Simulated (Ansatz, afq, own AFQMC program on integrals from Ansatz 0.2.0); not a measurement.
# GeH4O, singlet: a scan with AFQMC

```xyz
6

Ge    0.0000   -0.0117    0.3156
O     0.0000    0.1053   -1.4637
H     1.2597   -0.7601    0.7931
H     0.0000    1.4437    0.7905
H    -1.2597   -0.7601    0.7931
H     0.0000   -0.7538   -1.8904
```

The Ge1–O2 distance is changed with both sides rigid. Energies in mEh count from this geometry (1.783 Å) at the same level; the start stands on RHF, each point on the determinant named.

Basis 6-31G. Noble-gas cores (and the filled d shells of Ga–Kr and In–Xe) are frozen. Ansatz 0.2.0 and our own AFQMC program on the same integrals; the CISD trial comes from CCSD amplitudes, and released means the phaseless constraint is let go. Error bars are statistical, one sigma. No spin–orbit coupling.

Cautions, each for one point or more: (T) is large; cluster runs in doubt by the program's own checks; higher spins were not checked; inner d shell frozen; no relativity below Rb; no spin-orbit coupling; restricted determinant unstable towards unrestricted; strong correlation.

| r(Ge1–O2) / Å | det. | T1 | weight | CCSD(T) | ph-AFQMC/CISD | released AFQMC | r2SCAN | CCSD |
| --- | --- | --- | --- | --- | --- | --- | --- | --- |
| 1.454 | RHF | 0.010 | 0.92 | 119.2 | 118.3 ± 0.5 | 118.4 ± 0.7 | 107.8 | 118.7 |
| 2.164 | RHF | 0.017 | 0.90 | 26.8 | 26.1 ± 0.5 | 26.1 ± 0.7 | 31.7 | 27.8 |
| 2.862 | RHF | 0.042 | 0.81 | 106.4 | 107.5 ± 1.0 | 106.6 ± 1.6* | 117.1§ | 113.0 |
| 3.956 | RHF¶ | 0.097 | 0.54 | 112.1 | 145.8 ± 1.7 | 143.4 ± 2.2* | 149.9§ | 154.0 |

Weight is that of the determinant in the CISD state; at the start T1 is 0.012 and the weight 0.91. ¶ marks points with a poor determinant and no full CI, where no value is sure; they don't count among the departures. An asterisk marks released energies that aren't shown to be converged. § marks a functional whose ⟨S²⟩ is too high by over 0.1. Largest departures from phaseless AFQMC with a CISD trial: CCSD(T) -1.1 mEh at 2.862 (on RHF) (within the noise), released AFQMC 0.1 mEh at 1.454 (on RHF) (within the noise), r2SCAN -10.5 mEh at 1.454, CCSD 5.4 mEh at 2.862 (on RHF). The walk's constraint bias lies outside its error bars, so these are departures and not errors. Functionals count only at points shown to share the start's state and spin. In this small basis the wave-function levels are far from their limit, so their gap to the functionals isn't the functionals' error.

Some points may be missing: those where a free walk finds a much lower state, and past Zn most of those on another determinant than at the start.

A walk keeps the symmetry of its determinant, which the program's search chose and which needn't be the lowest solution, so a lower state of the same spin and another symmetry isn't excluded.
